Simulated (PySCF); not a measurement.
Li₂, SMILES [Li][Li].

Geometry optimised at B3LYP-D3(BJ)/def2-TZVPD.

Two levels are set side by side: PBE/def2-TZVPD (PySCF) and CAM-B3LYP/def2-TZVPD (PySCF). Same geometry, gas phase. Differences are taken from unrounded values.

```json
[
 {"quantity": "orbital gap (eV)", "CAM-B3LYP": "3.94"},
 {"quantity": "highest occupied level (eV)", "CAM-B3LYP": "-4.61"},
 {"quantity": "lowest empty level (eV)", "CAM-B3LYP": "-0.67"},
 {"quantity": "mean polarisability (bohr³)", "CAM-B3LYP": "187.1"}
]
```

**Question.** What does PBE give, and how far is it from CAM-B3LYP? (An estimate is asked for; the answer gives what the named calculation found.)

**Answer.** 
| quantity | PBE | PBE minus CAM-B3LYP |
|---|---|---|
| orbital gap (eV) | 1.44 | -2.50 |
| highest occupied level (eV) | -3.23 | 1.37 |
| lowest empty level (eV) | -1.79 | -1.12 |
| mean polarisability (bohr³) | 197.0 | 9.9 |

PBE's occupied levels lie high since its potential decays too fast outside the molecule; exact exchange lowers them and widens the gap. PBE's more diffuse valence density responds more strongly to a field. Differences between two approximate levels are no errors against the true value.

Rough cost on one machine, each run with all the roots and properties that it gave: CAM-B3LYP against PBE within a factor of 2.
